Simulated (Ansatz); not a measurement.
Geometry optimisation, RKS B3LYP/def2-SVP (Ansatz).

The input (input.yaml):

```yaml
crystal:
  periodic: [false, false, false]
  atoms:
    - { symbol: B, position_ang: [0.0, 0.0, 0.0] }
    - { symbol: H, position_ang: [0.0, 0.0, 1.54] }
    - { symbol: H, position_ang: [1.0305, 0.0, -0.595] }
    - { symbol: F, position_ang: [-1.1431, 0.0, -0.66] }
    - { symbol: S, position_ang: [0.0915, -2.0763, 0.6906] }
    - { symbol: H, position_ang: [-0.666, -2.8867, -0.1635] }
    - { symbol: H, position_ang: [0.0385, -0.8742, 1.6662] }
basis:
  gaussian: { orbitals: def2-SVP }
hamiltonian:
  xc: b3lyp
relax:
  f_tol: 0.15
  max_steps: 25
  restrain:
    - { distance: [0, 4], at: 3.09, k: 30.0 }
    - { distance: [6, 1], at: 1.86, k: 30.0 }
    - { distance: [0, 1], at: 1.19, k: 30.0 }
    - { distance: [6, 4], at: 1.4, k: 30.0 }
```

Command:

```bash
$ ansatz run input.yaml --threads 1 --pin off --max-ram 2048MiB --backend cpu --events-out ev --progress --plain --runs-dir out
```

Task: Where does it end, and by what steps?

Result: It converged. The restraints hold the end off the free minimum; the threshold counts their pulls, which the force column leaves out. Restrained pairs: B1–S5 (2.19 → 3.09 Å), H2–H7 (0.88 → 1.87 Å), B1–H2 (1.54 → 1.20 Å), S5–H7 (1.55 → 1.38 Å). After 10 steps the energy has fallen by 2.954 eV (the restraints' own energy left out); H7 moved furthest, 0.68 Å.

```json
{"step": "0", "energy less start (eV)": "0.0000", "largest force component (eV/Å)": "3.656", "accepted": "yes"}
{"step": "1", "energy less start (eV)": "-0.5735", "largest force component (eV/Å)": "2.622", "accepted": "yes"}
{"step": "2", "energy less start (eV)": "-1.5316", "largest force component (eV/Å)": "2.218", "accepted": "yes"}
{"step": "3", "energy less start (eV)": "-2.3635", "largest force component (eV/Å)": "1.961", "accepted": "yes"}
{"step": "4", "energy less start (eV)": "-2.7203", "largest force component (eV/Å)": "1.820", "accepted": "yes"}
{"step": "5", "energy less start (eV)": "-2.9135", "largest force component (eV/Å)": "0.755", "accepted": "yes"}
{"step": "6", "energy less start (eV)": "-2.9385", "largest force component (eV/Å)": "0.750", "accepted": "yes"}
{"step": "7", "energy less start (eV)": "-2.9451", "largest force component (eV/Å)": "0.736", "accepted": "yes"}
{"step": "8", "energy less start (eV)": "-2.9438", "largest force component (eV/Å)": "0.769", "accepted": "no"}
{"step": "9", "energy less start (eV)": "-2.9500", "largest force component (eV/Å)": "0.760", "accepted": "yes"}
{"step": "10", "energy less start (eV)": "-2.9539", "largest force component (eV/Å)": "0.744", "accepted": "yes"}
```

```xyz
7
Properties=species:S:1:pos:R:3
B 0.024 0.281 -0.030
H -0.170 0.281 1.154
H 1.108 0.434 -0.533
F -1.032 0.179 -0.819
S 0.332 -2.679 0.800
H -0.952 -2.793 0.382
H 0.040 -1.540 1.525
```

Time of the run: 26 s on 1 thread of Intel(R) Xeon(R) Platinum 8259CL CPU @ 2.50GHz (Skylake/Cascade Lake), on a shared host, peak memory 0.15 GiB.
